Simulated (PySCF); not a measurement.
Molecule: SMILES ClC=C1CCC1, C₅H₇Cl.

Atoms are numbered as in `[Cl:1][CH:2]=[C:3]1[CH2:4][CH2:5][CH2:6]1`. Each H is labelled by its parent atom.

Geometry PBE0-D3(BJ)/def2-SVP throughout; GIAO in PySCF 2.14.0 with density-fitted response routines, gas phase, one conformer, non-relativistic; equivalent atoms averaged; functional PBE0.

Q: How do the shifts δ (against HCl, TMS at the same level) depend on the basis set? (a selection of nuclei; ppm; last column core-seconds on shared hosts with different chips, so compare them loosely)

A: 
```tsv
basis set	functions	Cl1	C3	C2	C6	C4	H(C2)	H(C4)	H(C6)	H(C5)	core-s
STO-3G	41	70.7	119.4	106.7	34.1	33.5	5.28	2.20	2.13	1.64	4.6
6-31G	72	113.6	139.8	115.1	29.5	29.2	5.69	2.86	2.88	2.05	8.8
6-31G*	102	129.3	138.0	111.7	28.1	27.8	5.40	2.66	2.68	1.92	14
def2-SVP	123	156.0	140.5	117.4	25.8	25.7	5.56	2.51	2.47	1.70	21
pcSseg-1	144	174.9	150.2	123.7	29.9	29.8	5.77	2.77	2.80	1.98	13
6-311+G(2d,p)	212	182.9	150.0	120.9	29.3	29.0	5.93	2.86	2.82	2.00	39
def2-TZVP	234	184.4	151.3	121.9	29.9	29.7	5.94	2.84	2.83	1.99	61
```

Q: Which nucleus among those listed moves most, in ppm?

A: Cl1 (chlorine bonded to C): from 70.7 ppm with STO-3G to 184.4 ppm with def2-TZVP. The smallest spread is 0.41 ppm, at H(C5). Proton shifts span only some 12 ppm, so a few tenths of a ppm matter as much there as several ppm in carbon.

Q: Taking the largest basis, def2-TZVP (234 functions), as the yardstick, rank the others by their worst heavy-atom deviation.

A: 6-311+G(2d,p) 1.5 ppm (212 functions), pcSseg-1 9.6 ppm (144 functions), def2-SVP 28.4 ppm (123 functions), 6-31G* 55.2 ppm (102 functions), 6-31G 70.8 ppm (72 functions), STO-3G 113.8 ppm (41 functions).

A small basis that lands close on one nucleus may do so by chance; judge by the trend and by all nuclei.
